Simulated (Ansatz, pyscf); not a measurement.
H₂B–F + CH₄ → BH₃ + H₃C–F, a four-centre exchange on the singlet surface: B–F, C–H broken, B–H, C–F formed. Single points on ωB97X-D3(BJ)/def2-SVP structures (PySCF, gas phase). Wave-function energies: Ansatz (a first-principles code), frozen core, RHF or UHF references. In kcal/mol, from the separated reactants.

Cost: rough CPU time of the saddle's run relative to CCSD(T)/cc-pV(D+d)Z, from one job on a shared machine, with the HF step and its search for lower states.

| level | barrier | reaction energy | cost |
|---|---|---|---|
| ωB97M-D3(BJ)/def2-TZVP | 98.36 | +60.29 | – |
| B3LYP-D3(BJ)/def2-TZVP | 97.13 | +59.74 | – |
| CCSD(T)/cc-pV(D+d)Z | 102.10 | +59.71 | 1 |
| CCSDT(Q)/cc-pV(D+d)Z | 101.62 | +59.73 | 200 |
| CCSD(T)/cc-pV(T+d)Z | 102.90 | +61.48 | 13 |
| CCSD(T)/cc-pV(Q+d)Z | 102.25 | +60.87 | – |

In cc-pV(D+d)Z, going from CCSD(T) to CCSDT(Q) shifts the barrier by -0.48 and the reaction energy by +0.02 kcal/mol. With HF in the quadruple-zeta basis and the correlation energy extrapolated as X⁻³ from X = 3, 4, CCSD(T) gives 101.90 and +60.69; adding the double-zeta shift gives ΔE‡ = 101.42 and ΔE = +60.71 kcal/mol, without core correlation, relativity or geometry relaxation at these levels. On the product side the descent ends in a complex, 6.57 kcal/mol under the separated species and 47.14 kcal/mol under the saddle at ωB97X-D3(BJ)/def2-TZVP. At ωB97X-D3(BJ)/def2-TZVP the barrier from the zero used here is 99.36 kcal/mol. The same reactants have a lower exit, to H₃C–BH–F + H₂ (barrier +34.72 kcal/mol at ωB97M-D3(BJ)/def2-TZVP, against +98.36 kcal/mol here). This is the saddle that the search found; another between the same sides may lie lower.
